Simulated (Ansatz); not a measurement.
Born–Oppenheimer molecular dynamics of FH7Si2 (10 atoms, charge 0, multiplicity 1). It starts at the highest image of a converged band. Of that band: Neighbouring images differ by up to 1.3 eV, so the band resolves the path poorly. A vibrational analysis at the climbing image gives one clearly imaginary mode, 1167i cm⁻¹: a first-order saddle point.

Method: Ansatz 0.2.0, UKS B3LYP-D4/def2-SVP.

- ensemble: NVE (velocity Verlet)
- time step: 0.5 fs
- steps asked: 200
- starting velocities drawn for: 100 K
- seed: 9669

First frame:

```xyz
10
Properties=species:S:1:pos:R:3
Si -0.872 0.432 -0.802
F 0.438 1.877 -0.549
H -0.642 0.508 -2.266
H -1.944 1.274 -0.217
H -1.371 -0.979 -0.605
H 0.680 0.894 0.062
Si 0.795 -0.734 0.876
H -0.245 -1.088 1.882
H 1.134 -1.907 0.026
H 2.028 -0.277 1.593
```

Problem. How far do the bonds stretch over the last three quarters of this one trajectory? (Pairs bonded in most of those frames.)

Solution. 
| bond | mean (Å) | spread (Å) | shortest | longest |
| --- | --- | --- | --- | --- |
| Si1–H3 | 1.495 | 0.029 | 1.45 | 1.54 |
| Si1–H4 | 1.492 | 0.007 | 1.48 | 1.51 |
| Si1–H5 | 1.501 | 0.021 | 1.46 | 1.54 |
| Si1–Si7 | 2.379 | 0.120 | 2.21 | 2.58 |
| F2–H6 | 0.933 | 0.037 | 0.88 | 1.00 |
| Si7–H8 | 1.495 | 0.008 | 1.48 | 1.51 |
| Si7–H9 | 1.496 | 0.009 | 1.48 | 1.51 |
| Si7–H10 | 1.499 | 0.010 | 1.48 | 1.52 |

Mean temperature of the second half: 1283 K. The conserved energy stayed within 0.19 meV per atom of its start (net change -0.031 meV per atom), so the integration is sound. The kinetic energy rose, since the run started high on the potential surface and went downhill. It ends in pieces (FH + H6Si2), so much of that is their flight and rotation, not heat. A run of 0.1 ps of so small a system gives no equilibrium averages. The orbitals were unrestricted but ended closed-shell.

Run time: 5.5 min on 2 threads of Intel(R) Xeon(R) Platinum 8488C (Sapphire Rapids), with other jobs on the host, peak memory 0.23 GiB.
